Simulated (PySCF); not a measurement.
## Working out the ionisation energy of B

B [He] 2s2 2p1 (2P) → B⁺ [He] 2s2 (1S). All numbers are calculated (PySCF 2.14, no relativity, point nucleus, in def2-TZVPPD (6s3p3d1f, 37 functions)). Frozen: 1s2. Energies in hartree (1 hartree = 27.21139 eV):

```
            part   B (lower)  B⁺ (upper)
             UHF  -24.532383  -24.236833
CCSD correlation   -0.064330   -0.059485
             (T)   -0.001327    0.000000
```

Task: What does Hartree-Fock give?

Result: (-24.236833) − (-24.532383) = 0.295550 hartree = 8.042 eV.

Task: What do CCSD and CCSD(T) give?

Result: The CCSD correlation energies differ by 0.004845 hartree = 0.132 eV and the triples by 0.001327 hartree = 0.036 eV, so CCSD gives 8.174 eV and CCSD(T) 8.210 eV.

Measured between the centres of the two terms (NIST): 8.297 eV, so CCSD(T) (valence) is off by -0.087 eV.

The coupled-cluster amplitudes are large, so a single reference is strained.

What remains against the reference includes basis incompleteness, the frozen core and higher excitations.
